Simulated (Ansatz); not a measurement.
Input for Ansatz (development build ahead of 0.2.0):

```yaml
crystal:
  periodic: [false, false, false]
  atoms:
    - { symbol: C, position_ang: [0.0, 0.0, 0.0] }
    - { symbol: H, position_ang: [0.60025, 0.60025, 0.60025] }
    - { symbol: H, position_ang: [-0.60025, -0.60025, 0.60025] }
    - { symbol: H, position_ang: [0.60025, -0.60025, -0.60025] }
    - { symbol: H, position_ang: [-0.60025, 0.60025, -0.60025] }
basis:
  gaussian: { orbitals: cc-pVTZ }
hamiltonian:
  xc: hf
correlation:
  method: mp2
  frozen_orbitals: { C: 1, H: 0 }
output:
  forces: true
```

The input is written out in the form of the current development build from the run's settings.

Output:

```
Converged                                                          : yes
Reference energy                                                   : -40.20821 hartree
Correlation energy                                                 : -0.19759 hartree
Total energy                                                       : -40.40580 hartree
Spin squared of the determinant                                    : 0.000
Stability test                                                     : minimum among restricted orbitals
Occupied orbitals by symmetry in an Abelian subgroup (alpha; beta) : 3 A1 1 B1 1 B2; 3 A1 1 B1 1 B2
```

Forces (eV/Å):
```tsv
atom	Fx	Fy	Fz
C1	0.000	0.000	0.000
H2	1.051	1.051	1.051
H3	-1.051	-1.051	1.051
H4	1.051	-1.051	-1.051
H5	-1.051	1.051	-1.051
```
